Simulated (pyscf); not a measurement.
Thermochemistry of product channels of F–Sn:–F [singlet] + hydrogen fluoride (HF) on the singlet surface, in kcal/mol, from CCSD(T)/def2-TZVPP + ΔMP2(QZVPP) energies (ideal gas, 1 atm, RRHO with modes under 100 cm⁻¹ raised to 100, one conformer, R ln 2 for rigid chiral ones). Structures and frequencies: ωB97X-D3(BJ)/def2-SVP in PySCF. Correlated levels are frozen-core, on RHF or UHF. ΔMP2 is the change of the MP2 total energy from the triple- to the quadruple-zeta basis.

```tsv
products	ΔE	ΔH(298 K)	ΔG(298 K)	ΔG(600 K)
fluorine (F–F) + F–SnH: [singlet]	[?]	+161.4	+160.8	+160.3
F–SnH(F)–F	[?]	+1.4	+11.6	+21.9
```

### Question
Some entries are withheld; supply them.

### Answer

- fluorine (F–F) + F–SnH: [singlet], ΔE: +163.9
- F–SnH(F)–F, ΔE: +2.2

These are energies of the channels, which say nothing of barriers. The CCSD(T) − MP2 part came from Ansatz, without density fitting, on the same reference. The frozen core leaves the outer d or s,p core shells of the metals and heavy elements correlated in the MP2 and CC values, and def2-TZVPP describes them poorly, which can shift differences by a few kcal/mol. Elements past Kr carry the def2 core potentials, without spin-orbit coupling.
